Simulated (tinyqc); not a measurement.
G0W0 on RHF in the sto-6g basis, for H2F+, spin multiplicity 1, step by step. One step of it, computed by the program tinyqc.

Problem. Iteration 8 (converged): orbitals. Diagonalise F' = X^T F X, C = X C', fill 5 alpha and 5 beta electrons from the bottom; D = 2 C_occ C_occ^T. Each column has its largest component positive (the first on a tie).

converged F (hartree), lower triangle:
```
,1F 1s,1F 2s,1F 2px,1F 2py,1F 2pz,2H 1s,3H 1s
1F 1s,-26.929154
1F 2s,-6.520722,-3.461367
1F 2px,0.000000,0.000000,-1.019390
1F 2py,0.000000,0.000000,0.000000,-0.924463
1F 2pz,-0.021737,-0.102406,0.000000,0.000000,-0.956012
2H 1s,-0.943891,-1.001655,0.000000,-0.451726,-0.421808,-0.749935
3H 1s,-0.943891,-1.001655,0.000000,0.451726,-0.421808,-0.332781,-0.749935
```

X, lower triangle:
```
,1F 1s,1F 2s,1F 2px,1F 2py,1F 2pz,2H 1s,3H 1s
1F 1s,1.022257
1F 2s,-0.130055,1.117633
1F 2px,0.000000,0.000000,1.000000
1F 2py,0.000000,0.000000,0.000000,1.046318
1F 2pz,-0.005022,0.050120,0.000000,0.000000,1.026026
2H 1s,0.014788,-0.181369,0.000000,-0.137919,-0.094530,1.093810
3H 1s,0.014788,-0.181369,0.000000,0.137919,-0.094530,-0.076148,1.093810
```

Give: F' = X^T F X; orbital energies; coefficients C; D after iteration 8.

Solution.

F' = X^T F X (hartree), lower triangle:
```
,1,2,3,4,5,6,7
1,-26.5156
2,-3.1989,-2.2299
3,0.0000,0.0000,-1.0194
4,0.0000,0.0000,0.0000,-0.7672
5,-0.0355,0.0325,0.0000,0.0000,-0.8613
6,-0.1243,-0.4035,0.0000,-0.3694,-0.2872,-0.3922
7,-0.1243,-0.4035,0.0000,0.3694,-0.2872,-0.0776,-0.3922
```

orbital energies (hartree): MO1 -26.9322, MO2 -2.0167, MO3 -1.1103, MO4 -1.0518, MO5 -1.0194, MO6 -0.0759, MO7 0.0285

coefficients C:
```
,MO1,MO2,MO3,MO4,MO5,MO6,MO7
1F 1s,0.9972,-0.2392,0.0000,0.0610,0.0000,0.0842,0.0000
1F 2s,0.0125,0.9627,0.0000,-0.3248,0.0000,-0.5495,0.0000
1F 2px,0.0000,0.0000,0.0000,0.0000,1.0000,0.0000,0.0000
1F 2py,0.0000,0.0000,0.7676,0.0000,0.0000,0.0000,-0.7373
1F 2pz,0.0016,0.0961,0.0000,0.8456,0.0000,-0.5906,0.0000
2H 1s,-0.0020,0.0746,0.3388,0.2436,0.0000,0.7035,0.7672
3H 1s,-0.0020,0.0746,-0.3388,0.2436,0.0000,0.7035,-0.7672
```

D after iteration 8, lower triangle:
```
,1F 1s,1F 2s,1F 2px,1F 2py,1F 2pz,2H 1s,3H 1s
1F 1s,2.1106
1F 2s,-0.4753,2.0648
1F 2px,0.0000,0.0000,2.0000
1F 2py,0.0000,0.0000,0.0000,1.1783
1F 2pz,0.0603,-0.3643,0.0000,0.0000,1.4487
2H 1s,-0.0100,-0.0147,0.0000,0.5201,0.4263,0.3594
3H 1s,-0.0100,-0.0147,0.0000,-0.5201,0.4263,-0.0998,0.3594
```
